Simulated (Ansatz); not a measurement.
Born–Oppenheimer molecular dynamics of H₂LiN (4 atoms, charge 0, multiplicity 1). It starts from a relaxed structure.

Method: Ansatz 0.2.0, UKS PBE0-D4/6-31G*.

| Item | Value |
| --- | --- |
| ensemble | NVE (velocity Verlet) |
| time step | 1 fs |
| steps asked | 400 |
| starting velocities drawn for | 300 K |
| seed | 330870 |

First frame:

```xyz
4
Properties=species:S:1:pos:R:3
Li -1.584 -0.199 -0.150
N 0.138 0.000 0.007
H 0.722 0.710 -0.428
H 0.780 -0.571 0.551
```

(1) How far do the bonds stretch over the last three quarters of this one trajectory? (Pairs bonded in most of those frames.)

Results:

(1) 
| bond | mean (Å) | spread (Å) | shortest | longest |
| --- | --- | --- | --- | --- |
| Li1–N2 | 1.741 | 0.011 | 1.71 | 1.76 |
| N2–H3 | 1.019 | 0.023 | 0.97 | 1.07 |
| N2–H4 | 1.020 | 0.024 | 0.98 | 1.06 |

Mean temperature of the second half: 150 K. The conserved energy stayed within 1.6 meV per atom of its start (net change 0.41 meV per atom), so the integration is sound. The temperature averaged 0.50 of the 300 K drawn at the start: a run that starts near a minimum puts about half its kinetic energy into the potential. A run of 0.4 ps of so small a system gives no equilibrium averages.

The run took 13 min on 1 thread of Intel(R) Xeon(R) Processor @ 2.50GHz (Skylake/Cascade Lake), with other jobs on the host, peak memory 0.1 GiB.
